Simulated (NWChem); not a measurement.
All runs are NWChem calculations. System: Al (+1), charge 1, spin multiplicity 1. Level: CCSD(T)/def2-TZVPD, 5 core orbitals frozen.

Input file:

```
start mol
memory heap 100 mb stack 700 mb global 1900 mb
charge 1
geometry units angstroms nocenter noautoz
  Al     0.000000     0.000000     0.000000
  symmetry group D2h
end
basis spherical
  * library def2-tzvpd
end
scf
  rhf
  nopen 0
  maxiter 100
  thresh 1e-7
  semidirect memsize 60000000 filesize 0
end
tce
  freeze core 5
  ccsd(t)
  2eorb
  2emet 13
  thresh 1e-6
  maxiter 100
  tilesize 24
end
task tce energy
```

Part of the output:

```
             Northwest Computational Chemistry Package (NWChem) 7.3.0
             --------------------------------------------------------

                                NWChem Input Module
                                -------------------

 Scaling coordinates for geometry "geometry" by  1.889725989
 (inverse scale =  0.529177249)

                             Geometry "geometry" -> ""
                             -------------------------

 Output coordinates in angstroms (scale by  1.889725989 to convert to a.u.)

  No.       Tag          Charge          X              Y              Z
 ---- ---------------- ---------- -------------- -------------- --------------
    1 Al                  13.0000     0.00000000     0.00000000     0.00000000

 Effective nuclear repulsion energy (a.u.)       0.0000000000

            Nuclear Dipole moment (a.u.)
            ----------------------------
        X                 Y               Z
 ---------------- ---------------- ----------------
     0.0000000000     0.0000000000     0.0000000000

      Symmetry information
      --------------------

 Group name             D2h
 Group number             26
 Group order               8
 No. of unique centers     1

      Symmetry unique atoms

     1


 Summary of "ao basis" -> "" (spherical)
 ------------------------------------------------------------------------------
       Tag                 Description            Shells   Functions and Types
 ---------------- ------------------------------  ------  ---------------------
 *                         def2-tzvpd                 on all atoms

 Summary of "ao basis" -> "ao basis" (spherical)
 ------------------------------------------------------------------------------
       Tag                 Description            Shells   Functions and Types
 ---------------- ------------------------------  ------  ---------------------
 Al                        def2-tzvpd               15       43   6s5p3d1f

                                 NWChem SCF Module
                                 -----------------

  ao basis        = "ao basis"
[...]
         Beta frozen cores :     5
     Alpha frozen virtuals :     0
      Beta frozen virtuals :     0
         Spin multiplicity : singlet
    Number of AO functions :    43
       Number of AO shells :    15
        Use of symmetry is : on
      Symmetry adaption is : on
         Schwarz screening : 0.10D-09

          Correlation Information
          -----------------------
          Calculation type : Coupled-cluster singles & doubles w/ perturbation
   Perturbative correction : (T)
            Max iterations :      100
        Residual threshold : 0.10D-05
     T(0) DIIS level shift : 0.00D+00
     L(0) DIIS level shift : 0.00D+00
     T(1) DIIS level shift : 0.00D+00
     L(1) DIIS level shift : 0.00D+00
     T(R) DIIS level shift : 0.00D+00
     T(I) DIIS level shift : 0.00D+00
   CC-T/L Amplitude update :  5-th order DIIS
                I/O scheme : Global Array Library
        L-threshold :  0.10D-05
        EOM-threshold :  0.10D-05
 no EOMCCSD initial starts read in
 TCE RESTART OPTIONS
 SLICE:      F
 D4D5:       F
 quantumc:   F
 qrotation:  F
 pwtce:      F
 qducc:      F
 nacto:                         0
 nrotv:                         0
 nrot:                          0

            Memory Information
            ------------------
          Available GA space size is     249034951 doubles
          Available MA space size is     104854004 doubles

 Maximum block size supplied by input
 Maximum block size        24 doubles

 tile_dim =      9

 -------------------------------------------------

 Global array virtual files algorithm will be used

 Parallel file system coherency ......... OK

 4-electron integrals stored in orbital form

 v2    file size   =            66910
 4-index algorithm nr.  13 is used
 imaxsize =       30
 imaxsize ichop =        0


CCSD iterations
 ---------------------------------------------------------
 Iter          Residuum       Correlation     Cpu    Wall
 ---------------------------------------------------------
    1   0.0584072835131  -0.0274234031935     0.0     0.0
    2   0.0277177636862  -0.0343918977486     0.0     0.0
    3   0.0137555579950  -0.0370833125688     0.0     0.0
    4   0.0069265438090  -0.0383061022373     0.0     0.0
    5   0.0035033614406  -0.0388895601100     0.0     0.0
    6   0.0000310950807  -0.0394563597877     0.0     0.0
    7   0.0000080842710  -0.0394564222033     0.0     0.0
    8   0.0000029544387  -0.0394565162698     0.0     0.0
    9   0.0000011823767  -0.0394565599481     0.0     0.0
   10   0.0000004972215  -0.0394565840660     0.0     0.0
 -----------------------------------------------------------------
 Iterations converged
 CCSD correlation energy / hartree =        -0.039456584066035
 CCSD total energy / hartree       =      -241.708282124149662

 Singles contributions

 Doubles contributions
     7b1u (alpha)     7b1u (beta ) ---     6ag  (alpha)     6ag  (beta )       -0.1122130911
     8b2u (alpha)     8b2u (beta ) ---     6ag  (alpha)     6ag  (beta )       -0.1122130911
     9b3u (alpha)     9b3u (beta ) ---     6ag  (alpha)     6ag  (beta )       -0.1122130911
 CCSD(T)
 Using plain CCSD(T) code
             total no. of tasks           51
 total no. of tasks / no. procs           51
                         wl_min            9           1.4
                         wl_max          729           3.0
        thresh for no. of tasks           51

 CCSD[T]  correction energy / hartree =        -0.000000000000000
 CCSD[T] correlation energy / hartree =        -0.039456584066035
 CCSD[T] total energy / hartree       =      -241.708282124149662
 CCSD(T)  correction energy / hartree =        -0.000000000000000
 CCSD(T) correlation energy / hartree =        -0.039456584066035
 CCSD(T) total energy / hartree       =      -241.708282124149662

 Task  times  cpu:        1.4s     wall:        1.4s

 Total times  cpu:        1.4s     wall:        1.4s
```
